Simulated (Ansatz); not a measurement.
Solid chlorine, treated with PBE (plane waves, PAW; Ansatz, a program for electronic structure).

Settings: plane-wave cutoff 520 eV, 10×10×4 k mesh (along the axes of the cell as run), Fermi–Dirac smearing 0.01 eV, scalar-relativistic PAW data made under PBE.

Cell (relaxed at this level):

```xyz
4
Lattice="2.1483 -3.9991 0.0000 2.1483 3.9991 0.0000 0.0000 0.0000 8.3347" Properties=species:S:1:pos:R:3 pbc="T T T"
Cl     3.8086     0.0000     7.4470
Cl     2.6364     0.0000     3.2797
Cl     1.6603     0.0000     5.0550
Cl     0.4880     0.0000     0.8877
```

### Question
Estimate the bulk modulus B0, band gap and pressure derivative B′ of the bulk modulus that the calculation returns.

### Answer

bulk modulus B0: 1.19 GPa
band gap: 2.30 eV (direct)
pressure derivative B′ of the bulk modulus: 12.0

Note: for a layered or molecular solid the relaxed cell lies over 5 % above the published volume, where the minimum can be shallow; the cell comes from a level without a dispersion term, which matters for the spacing of layers, chains or molecules; the bulk modulus comes from volumes at which shape and atoms were relaxed.

The computed numbers hold no vibrational or temperature effects.

Computing time: around 14 core-minutes (rough).
